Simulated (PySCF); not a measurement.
**ethynol: adiabatic energies of losing or gaining an electron at several levels**

Structure: `C#CO` (C2H2O).

All levels share the PBE0-D3(BJ)/ma-def2-SVP structures and the PBE0-D3(BJ)/ma-def2-SVP thermal terms; only the single-point energies (PySCF) change. Values are adiabatic energies of losing or gaining an electron (0 K, eV).

```jsonl
{"level": "HF/ma-def2-TZVP", "ionisation energy to the radical cation": "8.64", "abs. error": "1.39"}
{"level": "PBE0-D3(BJ)/ma-def2-TZVP", "ionisation energy to the radical cation": "9.71", "abs. error": "0.33"}
{"level": "CCSD(T)/ma-def2-TZVP", "ionisation energy to the radical cation": "9.86", "abs. error": "0.17"}
{"level": "MP2/ma-def2-TZVP", "ionisation energy to the radical cation": "10.11", "abs. error": "0.08"}
{"level": "ATcT 1.112", "ionisation energy to the radical cation": "10.03", "abs. error": ""}
```

Hartree-Fock leaves out electron correlation, so its ionisation energies and electron affinities from energy differences come out too low, often by 1 eV or more.

The spread: 1.47 eV, from 8.64 to 10.11.
